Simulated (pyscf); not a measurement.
PySCF, gas phase, ωB97X-D3(BJ)/def2-SVP geometries.

**Question.** For the elementary gas-phase step HO–SiH₂–AsH–OH (SMILES O[SiH2][AsH]O) -> HO–AsH–OH (SMILES O[AsH]O) + SiH₂ (SMILES [SiH2]) [singlet] (singlet surface; O–Si, As–Si broken, As–O formed), what barrier and reaction energy does ωB97M-D3(BJ)/def2-TZVP give, measured from the reactant's lowest minimum found?

**Answer.** ΔE‡ = 256.3 kJ/mol, ΔE = +310.1 kJ/mol. Zero-point energy shifts the barrier by -3.8 kJ/mol. It is a 1,1-elimination, with an imaginary mode of 263i cm⁻¹. On the product side the descent ends in an adduct with a O–Si contact, 87.0 kJ/mol under the separated species and 14.8 kJ/mol under the saddle at ωB97X-D3(BJ)/def2-TZVP. At ωB97M-D3(BJ) the saddle lies under the separated products, which points to a path from their complex (located at ωB97X-D3(BJ) alone), and parting the products costs more than the saddle. What is counted as broken (O–Si) persists as a longer contact in the product adduct; parting that adduct is a step of its own. At ωB97X-D3(BJ) the barrier from the zero used here is 273.2 kJ/mol. One saddle was located; it need not be the lowest between these sides. Elements up to Kr have no core potential and no relativistic terms here.
